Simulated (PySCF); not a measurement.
**Question.** What does the GFN2-xTB structure of dimethylamine (`CNC`) look like in three dimensions?

**Answer.** 
```
atom  x, y, z in Å
C1    -1.2080   -0.0492   -0.0488
N2     0.0374    0.6511   -0.2830
C3     1.1980   -0.1777   -0.0328
H4    -1.2740   -0.8837   -0.7475
H5    -2.0380    0.6289   -0.2380
H6    -1.3025   -0.4499    0.9727
H7     0.0779    1.4772    0.3076
H8     1.1836   -1.0138   -0.7327
H9     1.2359   -0.5862    0.9895
H10    2.0984    0.4079   -0.2095
```

Any rigid rotation of these coordinates is as good. Atoms count from 1 in this order. N2 (secondary amine nitrogen) is pyramidal (angles 112.6°, 109.5° and 109.4°, sum 331.5°, 0.40 Å off the plane of its three neighbours). Of the pairs four or more bonds apart, H4···H8 is among the closest relative to their van der Waals radii: 2.46 Å, 103 % of the sum of Bondi's values.

Bonds between heavy atoms (Å): C1–N2 1.448, N2–C3 1.448.

Computed geometry: GFN2-xTB, gas phase.

Point group: Cs (tolerance 0.08 Å). No GFN2-xTB frequencies stand behind this structure, so it isn't proved a minimum.
